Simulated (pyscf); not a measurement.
This saddle point was located with ωB97X-D3(BJ)/def2-SVP in PySCF.

```xyz
9

P     -1.3824    -1.0250    -0.0029
O     -0.4197    -1.2614     1.3487
H     -1.7644     0.2007    -1.0623
H     -2.3417    -0.2504     0.7353
H     -0.4494    -0.5425     1.9918
Ga    -0.2225     0.7896    -1.5175
H      0.2492    -0.4775    -0.5736
H     -0.0794     0.3500    -3.0012
H     -0.0253     2.1749    -0.8315
```

Surface: singlet, charge 0. Lowest wavenumbers (cm⁻¹): 598i, 126, 249, 294, 366.

Problem. Which two sides does it connect, and which bonds change?

Solution. HO–PH₂ + gallane (GaH₃) <-> HO–PH₂ + gallane (GaH₃), a four-centre exchange read from left to right: H–P, Ga–H broken and H–P, Ga–H formed. At CCSD(T)/def2-TZVPP + ΔMP2(QZVPP) it lies +94.5 kJ/mol from the left side and +94.5 kJ/mol from the right (each side as separated species at their lowest minima found). On the reactant side the descent ends in a bound adduct, 34.8 kJ/mol under the separated species and 123.4 kJ/mol under the saddle at ωB97X-D3(BJ)/def2-TZVP. On the product side the descent ends in a complex (not fully relaxed), 26.4 kJ/mol under the separated species and 115.0 kJ/mol under the saddle at ωB97X-D3(BJ)/def2-TZVP. At the saddle there is also a short Ga–P contact that neither side keeps. The same reactants have a lower exit, to H₂P–O–GaH₂ + H₂ (barrier +36.9 kJ/mol at ωB97M-D3(BJ)/def2-TZVP, against +100.2 kJ/mol here). This is the saddle that the search found; another between the same sides may lie lower. The CCSD(T) − MP2 part came from Ansatz, without density fitting, on the same reference. The frozen core leaves the outer d or s,p core shells of the metals and heavy elements correlated in the MP2 and CC values, and def2-TZVPP describes them poorly, which can shift differences by a few kcal/mol. Elements up to Kr have no core potential and no relativistic terms here.
